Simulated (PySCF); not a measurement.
**Nonlinear optical response: 2-methyl-3-buten-1-ol, C5H10O**

Geometry:
| atom | x (Å) | y (Å) | z (Å) |
| --- | --- | --- | --- |
| C1 | 1.635 | -1.203 | 0.533 |
| C2 | 1.068 | -0.078 | 0.978 |
| C3 | 0.514 | 1.014 | 0.113 |
| C4 | 0.884 | 2.398 | 0.632 |
| C5 | -1.009 | 0.847 | 0.013 |
| O6 | -1.385 | -0.372 | -0.551 |
| H7 | 1.792 | -1.375 | -0.537 |
| H8 | 1.982 | -1.980 | 1.219 |
| H9 | 0.935 | 0.057 | 2.061 |
| H10 | 0.912 | 0.884 | -0.909 |
| H11 | 1.975 | 2.523 | 0.694 |
| H12 | 0.488 | 3.187 | -0.026 |
| H13 | 0.471 | 2.565 | 1.641 |
| H14 | -1.451 | 0.997 | 1.022 |
| H15 | -1.417 | 1.643 | -0.633 |
| H16 | -0.900 | -1.062 | -0.079 |

Computed with quadratic response CAM-B3LYP/def2-TZVPD first hyperpolarisability, Taylor convention, gas phase (PySCF). Geometry: PBE0-D3(BJ)/def2-SVP.

Q: What is the first hyperpolarisability, and how does it disperse?

A: In au, Taylor convention; the vector part is βᵢ = ⅓ Σⱼ (βᵢⱼⱼ + βⱼᵢⱼ + βⱼⱼᵢ); β∥ is 3/5 of the vector part along the dipole, the dipole points from − to +:
| process | λ (nm) | β vector norm | β∥ | β HRS | depolarisation ratio |
| --- | --- | --- | --- | --- | --- |
| static β(0;0,0) | ∞ | 81.7 | -46.2 | 32.0 | 6.17 |
| second harmonic β(−2ω;ω,ω) | 1907 | 84.1 | -47.5 | 33.0 | 6.16 |
| Pockels β(−ω;ω,0) | 1907 | 82.5 | -46.6 | – | – |
| second harmonic β(−2ω;ω,ω) | 1064 | 90.0 | -50.5 | 35.5 | 6.13 |
| Pockels β(−ω;ω,0) | 1064 | 84.3 | -47.6 | – | – |

Q: Which lowest excitations, dipole and polarisabilities go with it?

A: S1 6.96 eV (f = 0.163); S2 7.05 eV (f = 0.028); S3 7.32 eV (f = 0.060); dipole 1.83 D; isotropic α 68.9 au static, 69.1 au at 1907 nm, 69.5 au at 1064 nm, 69.7 au at 953.5 nm, 71.4 au at 532 nm.
